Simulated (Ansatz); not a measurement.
Two structures of AlH5O, singlet, reached by relaxing down either side of one saddle point (PBE0-D4/def2-TZVP). Energies are electronic, without zero-point energy. Ansatz 0.2.0; basis: def2-TZVPP and def2-QZVPP; cores frozen in the correlated methods. Extrapolation: Hartree–Fock as exp(−7.88 √X), correlation as X^−2.97. First:

```json
{"atom": "Al1", "x (Å)": "-0.1854", "y (Å)": "-0.8628", "z (Å)": "0.0786"}
{"atom": "H2", "x (Å)": "1.3765", "y (Å)": "-1.2180", "z (Å)": "0.1326"}
{"atom": "H3", "x (Å)": "-0.9023", "y (Å)": "-0.8651", "z (Å)": "-1.3547"}
{"atom": "H4", "x (Å)": "-1.0723", "y (Å)": "-1.1700", "z (Å)": "1.3642"}
{"atom": "H5", "x (Å)": "1.0035", "y (Å)": "1.3818", "z (Å)": "0.2260"}
{"atom": "O6", "x (Å)": "0.0701", "y (Å)": "1.1499", "z (Å)": "0.1670"}
{"atom": "H7", "x (Å)": "-0.2903", "y (Å)": "1.5843", "z (Å)": "-0.6138"}
```

Second:

```json
{"atom": "Al1", "x (Å)": "-0.6460", "y (Å)": "-0.2657", "z (Å)": "0.0511"}
{"atom": "H2", "x (Å)": "1.6893", "y (Å)": "-0.6474", "z (Å)": "-0.1646"}
{"atom": "H3", "x (Å)": "-0.5997", "y (Å)": "-0.9962", "z (Å)": "-1.3563"}
{"atom": "H4", "x (Å)": "-0.8271", "y (Å)": "-1.0167", "z (Å)": "1.4269"}
{"atom": "H5", "x (Å)": "1.6707", "y (Å)": "-0.4939", "z (Å)": "0.5728"}
{"atom": "O6", "x (Å)": "-0.6713", "y (Å)": "1.4324", "z (Å)": "0.1228"}
{"atom": "H7", "x (Å)": "-0.6160", "y (Å)": "1.9875", "z (Å)": "-0.6528"}
```

Problem. Which bonds change from the first to the second?

Solution. AlH₃ + H₂O → AlH₃O ([OH][AlH2]) + H₂; bonds formed: H2–H5; dative contacts that become bonds: Al1–O6; bonds broken: Al1–H2, H5–O6.

Problem. Give the saddle point's structure and its height above each. (Judge from chemistry; the value comes from the calculation.)

Solution. Computed: 68.1 kJ/mol above the first and 111.8 kJ/mol above the second (CCSD(T) at an estimated basis limit (MP2 extrapolated from triple and quadruple zeta, plus CCSD(T) − MP2 in triple zeta)).
```
atom    x (Å)    y (Å)    z (Å)
 Al1  -0.4004  -0.6326   0.0667
  H2   1.3643  -0.5131   0.1435
  H3  -0.8551  -1.0356  -1.3964
  H4  -0.9808  -1.2599   1.3937
  H5   0.9950   0.4877   0.1478
  O6  -0.0096   1.1916   0.2057
  H7  -0.1136   1.7620  -0.5611
```

No T1 diagnostic of these runs exceeds 0.013.

The step is the kind of ligand exchange by which a precursor binds to a hydroxyl group, or is hydrolysed, in atomic layer deposition of oxides.

Labels in which every atom is bracketed show which atoms are joined, not bond orders.

For scale, one of the runs: CCSD(T)/def2-TZVPP, 143 basis functions, launched by `ansatz run in.yaml --threads 2 --pin off --events-out ev --progress --plain --max-ram 4352MiB`. The run took 6 s on 2 CPU threads of an Intel Xeon Platinum 8488C (shared host), with 0.81 GiB of host memory at its peak.
